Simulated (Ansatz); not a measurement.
# BSiHO+ (quartet): wave-function methods side by side, cc-pVDZ

Aim: climb from Hartree-Fock through coupled cluster for BSiHO+ (quartet) at one geometry and basis, and see what each rung misses.

Method: cc-pVDZ, core rule «outside noble gas», up to 7 orbitals frozen; program: Ansatz 0.2.0, Gaussian basis.

Plan: UHF; CCSD(T) on ROHF; CCSD(T) on UHF; BCCD(T) on ROHF; CISD; CCSDT(Q) on ROHF; CCSDT(Q) on UHF.

27 further runs of the same task are left out: 9 that didn't finish, 18 set aside as unsound or not needed.

### 1 What is computed

The geometry is a PBE0/def2-TZVP stationary point (not a proven minimum) of the parent state, kept for this charge and spin.

4 atoms, charge 1, spin multiplicity 4.

Atoms are counted from 1 here; the program's logs count them from 0.

Bond lengths: B1–O2 1.301 Å, B1–H4 1.196 Å, O2–Si3 1.661 Å. Angles: O2–B1–H4 128.4°, B1–O2–Si3 176.8°.

Coordinates:

```xyz
4
BHOSi
B     0.0000   -0.2896    0.8567
O     0.0000   -0.1716   -0.4392
Si    0.0000   -0.1148   -2.0996
H     0.0000    0.5761    1.6821
```

### 2 UHF

in.yaml reads:

```yaml
crystal:
  periodic: [false, false, false]
  atoms:
    - {symbol: B, position_ang: [0.000012, -0.289616, 0.856663]}
    - {symbol: O, position_ang: [-0.000018, -0.171632, -0.439229]}
    - {symbol: Si, position_ang: [0.000003, -0.114843, -2.099559]}
    - {symbol: H, position_ang: [0.000004, 0.576091, 1.682126]}
basis:
  gaussian: {orbitals: cc-pVDZ}
total_charge: 1
magnetization: {spin_polarized: true, initial_magnetization: 3}
hamiltonian: {xc: hf}
output: {orbitals: {seedname: orbitals}}
```

Command:

```
> ansatz run in.yaml --threads 1 --pin off --events-out ev --progress --plain --max-ram 2393MiB
```

The runs that follow: CCSD(T) on ROHF; CCSD(T) on UHF; BCCD(T) on ROHF; CISD; CCSDT(Q) on ROHF; CCSDT(Q) on UHF.

Q: Predict the results of all the runs planned. Wanted: UCCSDT(Q) below the RHF energy; RMP2 from UCCSDT(Q); UMP2 from UCCSDT(Q); RCCSD from UCCSDT(Q); RCCSD(T) from UCCSDT(Q); UCCSD(T) from UCCSDT(Q); RCCSDT(Q) from UCCSDT(Q); T1 diagnostic.

**Answer**, as computed:

| quantity | value |
| --- | --- |
| UCCSDT(Q) below the RHF energy | -8.4914 eV |
| RMP2 from UCCSDT(Q) | +865.0 meV |
| UMP2 from UCCSDT(Q) | +837.7 meV |
| RCCSD from UCCSDT(Q) | +360.8 meV |
| RCCSD(T) from UCCSDT(Q) | +64.6 meV |
| UCCSD(T) from UCCSDT(Q) | +63.7 meV |
| RCCSDT(Q) from UCCSDT(Q) | +14.0 meV |
| levels within 1 kcal/mol (43 meV) | RCCSDT, UCCSDT, RCCSDT(Q) |
| T1 diagnostic | 0.047 |

RCCSD(T) misses by +64.6 meV, 0.8 % of the correlation energy. These misses are within one basis, not against nature; the frozen cores of restricted and unrestricted runs differ, which can shift their rows.
